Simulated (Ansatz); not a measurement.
in.yaml

```yaml
crystal:
  periodic: [false, false, false]
  atoms:
    - {symbol: S, position_ang: [-0.013248, -0.000138, -0.071173]}
    - {symbol: H, position_ang: [1.603848, 0.017055, 0.963769]}
    - {symbol: H, position_ang: [-0.601796, 0.987317, 0.650240]}
    - {symbol: H, position_ang: [-0.580615, -0.999971, 0.650160]}
basis:
  gaussian: {orbitals: "6-31G*", fitting: {mean_field: def2-universal-jkfit}, point_charges: [{charge: 0.50, position_ang: [4.705, 0.356, 0.087]}]}
total_charge: 1
magnetization: {spin_polarized: false}
correlation: {method: sc_nevpt2, electrons: outside_noble_gas}
```

```sh
$ ansatz run in.yaml --threads 1 --pin off --events-out ev --progress --plain --max-ram 2393MiB
```

One thing in this input was set wrong on purpose, beside settings that are merely unusual. What is the gravest fault, and what does the program do?

Method needs an active space. How the run ends: refused.
```
Error: this correlation method needs an active space: name one as the reference
```
